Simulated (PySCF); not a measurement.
Delta-SCF ions had no search for a lower state. Excitations are Tamm–Dancoff values on a coarser integration grid. The basis has no diffuse functions, so Rydberg states are missing or too high.

Cartesian coordinates (Å):
```xyz
4

Cl     2.0420    -0.3320    -0.0061
Al     0.0000     0.0000     0.0000
Cl    -0.7335     1.9344     0.0021
Cl    -1.3085    -1.6024     0.0040
```
Charge 0, spin multiplicity 1.

Problem. Estimate the dipole moment, T1 excitation (TDA), total energy, S1 excitation (TDA) and vertical ionisation energy (Delta-SCF) that PySCF with ωB97X-D3(BJ)/def2-TZVP // PBE0-D3(BJ)/def2-TZVP returns for this input.

Solution. 
| Property | Value |
|---|---|
| dipole moment | 0.00 D |
| T1 excitation (TDA) | 7.03 eV |
| total energy | -44173.25 eV |
| S1 excitation (TDA) | 7.34 eV |
| vertical ionisation energy (Delta-SCF) | 12.07 eV |
